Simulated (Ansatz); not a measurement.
C2H3FS, SMILES `F/C=C\S`. The species carries charge 0 and has multiplicity 1. The structure was optimised at the PBE0-D4/def2-TZVP level. It is one conformer, not always the lowest.

```xyz
7

F    -0.350   -0.518   -1.549
C     0.575   -0.387   -0.589
C     0.294    0.152    0.585
S    -1.240    0.776    1.124
H     1.547   -0.762   -0.880
H     1.090    0.227    1.315
H    -1.916    0.511   -0.005
```

Question: What is the dipole moment at PBE/def2-TZVPP? (Best estimate.)

Answer: Ansatz gave: 1.01 D, with components (0.98, -0.22, 0.11) D in this frame, pointing from negative to positive charge.

Question: And with r2SCAN, B3LYP, ωB97M-V? (Estimate.)

Answer: Ansatz gave: r2SCAN 1.08 D, B3LYP 1.12 D, ωB97M-V 1.16 D.

Question: Give the Mulliken charges with PBE, ωB97M-V, B3LYP in def2-TZVPP. (An estimate is asked.)

Answer: Computed: 
```tsv
atom	PBE	ωB97M-V	B3LYP
F1	-0.17	-0.21	-0.21
C2	0.04	0.07	0.06
C3	-0.07	-0.11	-0.09
S4	-0.11	-0.09	-0.10
H5	0.10	0.11	0.11
H6	0.10	0.11	0.11
H7	0.12	0.12	0.12
```

B3LYP here is the variant with VWN-RPA as its local correlation; programs differ in this.
